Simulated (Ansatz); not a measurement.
Input file:

```yaml
crystal:
  periodic: [false, false, false]
  atoms:
    - {symbol: Al, position_ang: [0.000000, 0.000000, 0.000000]}
    - {symbol: N, position_ang: [0.000000, 0.000000, 3.357000]}
basis:
  gaussian: {orbitals: cc-pVDZ}
magnetization: {spin_polarized: false, initial_magnetization: 2}
correlation: {method: fic_mrcisd_q_relaxed, electrons: valence, active_space: {window: {electrons: 6, orbitals: 4}}}
```

```sh
$ ansatz run in.yaml --threads 1 --pin off --events-out ev --progress --plain --max-ram 2393MiB
```

Output:

```
318 factors; integrals over basis functions are off by at most 8.2e-4 eV
mean field evaluation 1: about -8057.3897 eV, gradient 1.7e1 eV
mean field evaluation 2: about -8057.3929 eV, gradient 1.7e1 eV
mean field evaluation 4: about -8042.8346 eV, gradient 4.0e1 eV
mean field evaluation 8: about -8058.2292 eV, gradient 6.3e0 eV
mean field evaluation 16: about -8059.2871 eV, gradient 1.4e0 eV
mean field evaluation 32: about -8057.4615 eV, gradient 2.2e-1 eV
mean field evaluation 64: about -8057.8519 eV, gradient 1.3e0 eV
mean field evaluation 96: about -8059.3230 eV, gradient 2.9e-1 eV
mean field evaluation 128: about -8057.8353 eV, gradient 7.8e-1 eV
mean field evaluation 160: about -8057.9336 eV, gradient 4.7e0 eV
...
contracted CI cycle  18: correlation -4.45396469 eV, -0.1636801835 hartree, residual 1.44e-3 eV
contracted CI cycle  19: correlation -4.45396475 eV, -0.1636801855 hartree, residual 6.74e-4 eV
contracted CI cycle  20: correlation -4.45396477 eV, -0.1636801862 hartree, residual 4.50e-4 eV
contracted CI cycle  21: correlation -4.45396477 eV, -0.1636801864 hartree, residual 2.47e-4 eV
contracted CI cycle  22: correlation -4.45396477 eV, -0.1636801865 hartree, residual 1.53e-4 eV
contracted CI cycle  23: correlation -4.45396478 eV, -0.1636801865 hartree, residual 1.37e-4 eV
contracted CI cycle  24: correlation -4.45396478 eV, -0.1636801865 hartree, residual 1.14e-4 eV
contracted CI cycle  25: correlation -4.45396478 eV, -0.1636801865 hartree, residual 8.64e-5 eV
contracted CI cycle  26: correlation -4.45396478 eV, -0.1636801866 hartree, residual 4.84e-5 eV
contracted CI cycle  27: correlation -4.45396478 eV, -0.1636801866 hartree, residual 1.88e-5 eV
state -8058.20465650 eV, -296.1335590790 hartree; corrected -8063.67758594 eV, -296.3346855262 hartree
state -8059.32573416 eV, -296.1747579232 hartree; corrected -8065.55789703 eV, -296.4037856842 hartree
WARN: 2 active orbitals are nearly empty or full. The corrections depend on them more than the energy does, and are more stable in an active space without them
Total energy: -8065.55789703 eV, -296.4037856842 hartree
```

The active space holds one configuration alone, so it describes no static correlation.

Natural occupations: 2.0000 2.0000 1.0000 1.0000.

Ran on 1 thread of Arm Neoverse V1, shared host: 2.9 s wall, 0.16 GiB peak host memory.
